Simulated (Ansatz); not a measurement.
A nudged elastic band was laid between two geometries of AlClH2 + H3P (8 atoms, charge 0, multiplicity 1).

Level of theory: Ansatz, RKS PBE/def2-SVP.

```yaml
movable_images: 5
climbing_image: yes
spring: 5.0 eV/Å²
optimiser: quadratic models (default)
start_path: through a guess of the saddle point
force_threshold: 0.05 eV/Å
iteration_limit: 60
end_points: relaxed
```

Image 0:

```xyz
8
Properties=species:S:1:pos:R:3
Al 0.031 -0.003 0.218
Cl -0.149 0.870 2.161
H 1.493 -0.063 -0.412
H -1.323 -0.255 -0.582
P 0.218 -3.173 1.086
H -0.717 -2.808 0.052
H 1.361 -2.704 0.346
H 0.055 -1.925 1.804
```

Image 6:

```xyz
8
Properties=species:S:1:pos:R:3
Al 0.071 0.115 0.085
Cl -0.793 0.646 1.997
H 1.622 0.460 -0.110
H -0.949 -0.003 -1.143
P 0.243 -2.338 0.770
H -0.985 -2.958 1.152
H 0.773 -3.392 -0.042
H 0.987 -2.590 1.963
```

(1) What changes between the two ends?

(2) What energy profile does the band end with?

(3) What is the geometry of the highest image?

Answers

(1) Bonds formed: Al1–P5. AlClH2 + H3P becomes AlClH5P.

(2) The run converged. The highest image is number 2 of 0 to 6, 0.83 eV above the first end and 1.32 eV above the last; the last end lies 0.50 eV below the first. The profile has 2 maxima (images 2, 5) with wells between them (image 4): this band takes more than one step, which may be the mechanism or a detour left from its start path. Neighbouring images differ by up to 1.3 eV, so the band resolves the path poorly. A vibrational analysis at the climbing image gives one clearly imaginary mode, 890i cm⁻¹: a first-order saddle point.

```tsv
image	path coordinate (Å)	energy (eV)	Al1–P5 (Å)
0	0.00	0.00	3.29
1	1.00	0.01	3.30
2	1.99	0.83	2.72
3	3.58	-0.46	2.61
4	5.16	-0.49	2.56
5	6.74	-0.45	2.59
6	8.33	-0.50	2.55
```

(3) 
```xyz
8
Properties=species:S:1:pos:R:3
Al 0.066 -0.110 0.179
Cl 0.619 0.727 2.091
H 1.218 -0.142 -0.935
H -1.488 -0.024 -0.202
P 0.141 -2.725 0.916
H -0.292 -3.010 -0.391
H 1.504 -2.468 1.141
H -0.799 -2.310 1.873
```

Time of the run: 4.1 min on 1 thread of Arm Neoverse V1, on a shared host, peak memory 0.14 GiB.
